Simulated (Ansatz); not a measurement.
Input for Ansatz (development build ahead of 0.2.0):

```yaml
crystal:
  periodic: [false, false, false]
  atoms:
    - { symbol: H, position_ang: [-0.00128, -1.24773, -1.29368] }
    - { symbol: C, position_ang: [0.0003, -0.16475, -1.23044] }
    - { symbol: C, position_ang: [0.00161, 0.47284, -0.00253] }
    - { symbol: C, position_ang: [0.00018, -0.16443, 1.22448] }
    - { symbol: H, position_ang: [-0.00263, 0.39576, 2.15475] }
    - { symbol: H, position_ang: [0.00124, 0.3916, -2.15484] }
    - { symbol: H, position_ang: [0.00275, 1.56189, -0.00088] }
    - { symbol: H, position_ang: [-0.00198, -1.2452, 1.29778] }
basis:
  gaussian: { orbitals: cc-pVTZ }
magnetization:
  initial_magnetization: 1
hamiltonian:
  xc: hf
correlation:
  method: mp2
  frozen_orbitals: { C: 1, H: 0 }
output:
  forces: true
```

The input is written out in the form of the current development build from the run's settings. Correlation on restricted open-shell orbitals is semicanonical, with singles.

Output:

```json
{
 "Converged": "yes",
 "Reference energy": "-116.48731 hartree",
 "Correlation energy": "-0.49211 hartree",
 "Total energy": "-116.97942 hartree",
 "Spin squared of the determinant": "0.750",
 "Stability test": "minimum among restricted orbitals"
}
```

Forces (eV/Å):
```json
{"atom": "H1", "Fx": "-0.001", "Fy": "0.033", "Fz": "0.082"}
{"atom": "C2", "Fx": "0.009", "Fy": "2.961", "Fz": "6.174"}
{"atom": "C3", "Fx": "-0.006", "Fy": "-0.372", "Fz": "-10.769"}
{"atom": "C4", "Fx": "-0.007", "Fy": "-2.542", "Fz": "4.890"}
{"atom": "H5", "Fx": "0.001", "Fy": "-0.159", "Fz": "-0.240"}
{"atom": "H6", "Fx": "-0.001", "Fy": "0.110", "Fz": "0.026"}
{"atom": "H7", "Fx": "0.002", "Fy": "-0.176", "Fz": "-0.104"}
{"atom": "H8", "Fx": "0.002", "Fy": "0.143", "Fz": "-0.059"}
```

Caution: an unrestricted determinant lies well below; forces differ strongly between restricted and unrestricted references.
